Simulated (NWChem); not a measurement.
Species: N2H cation; SMILES N#[NH+]

All runs: NWChem. STO-3G and 3-21G are far too small for this property and stand as cheap habits. The geometry was optimised at PBE0/def2-SVP. B3LYP is NWChem's, with the RPA form of VWN correlation. Field at 589 nm.

For level B3LYP/STO-3G:

```yaml
isotropic polarisability (bohr³): 5.2
anisotropy (bohr³): 7.7
```

Problem. Estimate the same quantities for level B3LYP/def2-SVPD.

Solution. The isotropic polarisability (bohr³) is 10.0 and the anisotropy (bohr³) is 6.5.
